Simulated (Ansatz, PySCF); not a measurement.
This PySCF input computes a B3LYP/def2-TZVPD energy:

```python
from pyscf import gto, scf, dft

mol = gto.M(
    atom='''
    O    -1.08887154   -0.44118669   -0.01223018
    C    -0.05027312    0.20044672    0.00177486
    O     1.16824354    0.12471821    0.00942801
    H    -0.33333734    1.32906756    0.01176824
    ''',
    basis='def2-tzvpd',
    charge=0,
    spin=1,
    verbose=4,
)

mf = dft.UKS(mol, xc='b3lyp').density_fit(auxbasis='def2-universal-jkfit')
mf.grids.level = 3
mf.conv_tol = 1e-9
mf.max_cycle = 100
mf.max_memory = 1500
mf.kernel()
if not mf.converged:
    mf = mf.newton()
    mf.kernel(mf.make_rdm1())
for _ in range(2):
    mo, _, stable, _ = mf.stability(return_status=True)
    if stable:
        break
    mf.kernel(mf.make_rdm1(mo, mf.mo_occ))
mf.analyze()
```

**Question.** Write an input for the same energy in Ansatz (a quantum-chemistry and plane-wave program) and say what it gives.

**Answer.** 
Ansatz 0.2 input:
```yaml
crystal:
  periodic: [false, false, false]
  atoms:
    - {symbol: O, position_ang: [-1.08887154, -0.44118669, -0.01223018]}
    - {symbol: C, position_ang: [-0.05027312, 0.20044672, 0.00177486]}
    - {symbol: O, position_ang: [1.16824354, 0.12471821, 0.00942801]}
    - {symbol: H, position_ang: [-0.33333734, 1.32906756, 0.01176824]}
basis:
  gaussian:
    orbitals: def2-TZVPD
hamiltonian:
  xc: {name: B3LYP}
magnetization: {spin_polarized: true, initial_magnetization: 1}
output: {forces: true}
```
It gives -189.16637 Eh, and PySCF -189.16639 Eh, a difference of 0.02 mEh, from the treatment of integrals and grids.

It need not be the lowest isomer of its formula.
